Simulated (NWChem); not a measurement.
# A calculation on ethanol (C$_{2}$H$_{6}$O)

SMILES: CCO
```xyz
9

C     -1.1961     0.1358     0.2499
C      0.0782    -0.4235    -0.3534
O      1.2217     0.3105    -0.0034
H     -2.0803    -0.4258    -0.0899
H     -1.3248     1.1921    -0.0312
H     -1.1730     0.0794     1.3515
H      0.1824    -1.4950    -0.0839
H      0.0180    -0.3878    -1.4531
H      1.3116     0.2790     0.9547
```
Charge 0, spin multiplicity 1.

All runs are NWChem calculations. All single points use one geometry, from PBE0/def2-SVP, a minimum by its harmonic frequencies. It is one conformer; others weren't searched.

Symmetry labels belong to the abelian group C1 used in the runs, with the axes of the coordinates shown.

The correlated methods keep 3 core orbitals frozen.

List the 3 singlet excitations that EOM-CCSD/def2-SVP, 3 core orbitals frozen gives, with oscillator strengths.


```tsv
state	symmetry	energy (eV)	wavelength (nm)	f
1	a	7.96	156	0.004
2	a	9.80	127	0.029
3	a	9.96	124	0.017
```
These are the lowest roots of each symmetry, so higher states are missing between them.
